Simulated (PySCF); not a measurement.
PySCF input file for C3H6, SMILES C=CC (connectivity only; charge and spin as stated), charge +1, multiplicity 2, C-PCM-ωB97X/def2-SVP. The structure is a stationary point at r2SCAN-D4/def2-TZVP. The spin state was assumed, not searched.

```python
import numpy as np
from pyscf import gto, scf, dft
from pyscf.solvent import pcm

mol = gto.M(
    atom='''
    C    -1.18948840    0.06220392   -0.27105119
    C     0.04531650   -0.00592231    0.46417780
    C     1.32139257   -0.07561727   -0.13050881
    H    -1.90385075   -0.68439698    0.11845048
    H    -1.70394867    0.99811366    0.03664232
    H    -1.09674732    0.00979385   -1.35257382
    H    -0.00411264    0.00256155    1.55331182
    H     1.44503496    0.09106476   -1.19730226
    H     2.20030030   -0.30112297    0.46576477
    ''',
    basis='def2-SVP',
    charge=1,
    spin=1,
    max_memory=1600,
    verbose=3,
)
mf = dft.UKS(mol, xc='wb97x').density_fit(auxbasis='def2-universal-jkfit')
mf.grids.level = 3
mf.conv_tol = 1e-9
mf.max_cycle = 100
mf.kernel()
fine, coarse = mf.grids, dft.Grids(mol).set(level=1).build(with_non0tab=True)
for _ in range(3):  # follow internal instabilities
    mf.grids = coarse
    mo, _, stable, _ = mf.stability(return_status=True, nroots=4)
    mf.grids = fine
    if stable:
        break
    mf.kernel(mf.make_rdm1(mo, mf.mo_occ))
res = {}
for name, eps in {'water': 78.355, 'N,N-dimethylformamide': 37.219, 'toluene': 2.3741}.items():
    s = mf.PCM()
    s.with_solvent.method, s.with_solvent.eps, s.with_solvent.lebedev_order = 'C-PCM', eps, 29
    s.kernel(mf.make_rdm1())
    res[name] = (s.e_tot, eps, s.dip_moment(), s.mo_energy, s.converged)
    print(f'{name}: electrostatic solvation free energy {(s.e_tot - mf.e_tot) * 627.509474:.3f} kcal/mol')
```

It prints:

```

WARN: HOMO -0.265774648643308 >= LUMO -0.265774648643308

converged SCF energy = -117.434666281932  <S^2> = 0.75302494  2S+1 = 2.0030227
<class 'pyscf.df.df_jk.DFUKS'> wavefunction is stable in the internal stability analysis

WARN: PCM is an experimental feature. It is still in testing.
Features and APIs may be changed in the future.

converged SCF energy = -117.534925758294  <S^2> = 0.75288588  2S+1 = 2.0028838

WARN: System has nonzero charge 1; the dipole moment is origin-dependent.
Location of origin: [0. 0. 0.]

Dipole moment(X, Y, Z, Debye):  1.14844,  0.02476,  0.61577
water: electrostatic solvation free energy -62.914 kcal/mol

WARN: PCM is an experimental feature. It is still in testing.
Features and APIs may be changed in the future.

converged SCF energy = -117.533487781704  <S^2> = 0.75288803  2S+1 = 2.0028859

WARN: System has nonzero charge 1; the dipole moment is origin-dependent.
Location of origin: [0. 0. 0.]

Dipole moment(X, Y, Z, Debye):  1.14393,  0.02475,  0.61324
N,N-dimethylformamide: electrostatic solvation free energy -62.011 kcal/mol

WARN: PCM is an experimental feature. It is still in testing.
Features and APIs may be changed in the future.

converged SCF energy = -117.493357585535  <S^2> = 0.75294632  2S+1 = 2.0029441

WARN: System has nonzero charge 1; the dipole moment is origin-dependent.
Location of origin: [0. 0. 0.]

Dipole moment(X, Y, Z, Debye):  1.03196,  0.02417,  0.54841
toluene: electrostatic solvation free energy -36.829 kcal/mol
```

Self-consistency was reached.
